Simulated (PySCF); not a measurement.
Molecule: `InChI=1S/C5H12O/c1-4-6-5(2)3/h5H,4H2,1-3H3`.

Molfile (atoms numbered from 1):
```
C5H12O
     RDKit          3D

 18 17  0  0  0  0  0  0  0  0999 V2000
    2.5608   -0.3976    0.7584 C   0  0  0  0  0  0  0  0  0  0  0  0
    1.0573   -0.4980    0.8595 C   0  0  0  0  0  0  0  0  0  0  0  0
    0.4880    0.2612   -0.1679 O   0  0  0  0  0  0  0  0  0  0  0  0
   -0.9181    0.3602   -0.1495 C   0  0  0  0  0  0  0  0  0  0  0  0
   -1.2815    1.5634   -0.9965 C   0  0  0  0  0  0  0  0  0  0  0  0
   -1.5827   -0.9158   -0.6484 C   0  0  0  0  0  0  0  0  0  0  0  0
    2.8821    0.6510    0.8446 H   0  0  0  0  0  0  0  0  0  0  0  0
    2.9060   -0.7796   -0.2138 H   0  0  0  0  0  0  0  0  0  0  0  0
    3.0464   -0.9807    1.5549 H   0  0  0  0  0  0  0  0  0  0  0  0
    0.7105   -0.1262    1.8470 H   0  0  0  0  0  0  0  0  0  0  0  0
    0.7456   -1.5604    0.7979 H   0  0  0  0  0  0  0  0  0  0  0  0
   -1.2489    0.5462    0.8951 H   0  0  0  0  0  0  0  0  0  0  0  0
   -0.9337    1.4137   -2.0303 H   0  0  0  0  0  0  0  0  0  0  0  0
   -0.7975    2.4683   -0.6022 H   0  0  0  0  0  0  0  0  0  0  0  0
   -2.3698    1.7217   -1.0135 H   0  0  0  0  0  0  0  0  0  0  0  0
   -1.3203   -1.7842   -0.0262 H   0  0  0  0  0  0  0  0  0  0  0  0
   -2.6786   -0.8169   -0.6341 H   0  0  0  0  0  0  0  0  0  0  0  0
   -1.2654   -1.1262   -1.6817 H   0  0  0  0  0  0  0  0  0  0  0  0
  1  2  1  0
  2  3  1  0
  3  4  1  0
  4  5  1  0
  4  6  1  0
  1  7  1  0
  1  8  1  0
  1  9  1  0
  2 10  1  0
  2 11  1  0
  4 12  1  0
  5 13  1  0
  5 14  1  0
  5 15  1  0
  6 16  1  0
  6 17  1  0
  6 18  1  0
M  END
```

Geometry PBE0-D3(BJ)/def2-SVP throughout; GIAO in PySCF, gas phase, one conformer, non-relativistic; equivalent atoms averaged; functional PBE0.

**Question.** How do the absolute shieldings σ depend on the basis set? (ppm; last column core-seconds on shared hosts with different chips, so compare them loosely)

**Answer.** 
```
    basis set  functions     C4     C2  C5/C6     C1     O3  H10/H11    H12  H7/H8/H9  H13/H14/H15/H16/H17/H18  core-s
       STO-3G         42  175.3  180.8  214.8  216.2  362.8    31.11  31.23     31.63                    31.74     3.2
        6-31G         78  130.5  138.2  176.9  182.0  271.5    29.11  29.17     31.19                    31.32       6
     pcSseg-0         78  119.5  126.8  168.4  173.7  284.4    29.54  29.73     31.38                    31.54     5.7
       6-31G*        108  126.1  132.9  172.5  177.4  278.9    28.52  28.41     30.78                    30.87     8.7
     def2-SVP        144  124.9  132.3  172.1  177.5  280.1    28.18  28.17     30.27                    30.36      12
      cc-pVDZ        144  125.1  133.4  174.1  179.1  273.4    28.01  28.03     30.20                    30.27      12
     pcSseg-1        162  111.7  119.3  161.8  166.6  258.8    28.00  28.09     30.04                    30.17      30
6-311+G(2d,p)        234  114.4  122.5  164.6  169.7  253.3    28.12  28.09     30.38                    30.48      25
  aug-cc-pVDZ        246  123.7  132.6  173.6  178.5  263.8    27.95  27.97     30.18                    30.28      28
    def2-TZVP        258  112.7  121.0  164.2  169.3  255.7    28.11  28.06     30.35                    30.44      30
     IGLO-III        330  108.5  117.0  160.9  166.2  251.7    27.98  27.98     30.23                    30.31      46
```

**Question.** Which nucleus moves most, in ppm?

**Answer.** O3 (ether oxygen): from 251.7 ppm with IGLO-III to 362.8 ppm with STO-3G. The smallest spread is 1.57 ppm, at H13/H14/H15/H16/H17/H18. Proton shifts span only some 12 ppm, so a few tenths of a ppm matter as much there as several ppm in carbon.

**Question.** Taking the largest basis, IGLO-III (330 functions), as the yardstick, rank the others by their worst heavy-atom deviation.

**Answer.** def2-TZVP 4.3 ppm (258 functions), 6-311+G(2d,p) 6.0 ppm (234 functions), pcSseg-1 7.1 ppm (162 functions), aug-cc-pVDZ 15.6 ppm (246 functions), cc-pVDZ 21.7 ppm (144 functions), 6-31G 22.0 ppm (78 functions), 6-31G* 27.1 ppm (108 functions), def2-SVP 28.3 ppm (144 functions), pcSseg-0 32.7 ppm (78 functions), STO-3G 111.1 ppm (42 functions).

A small basis that lands close on one nucleus may do so by chance; judge by the trend and by all nuclei.
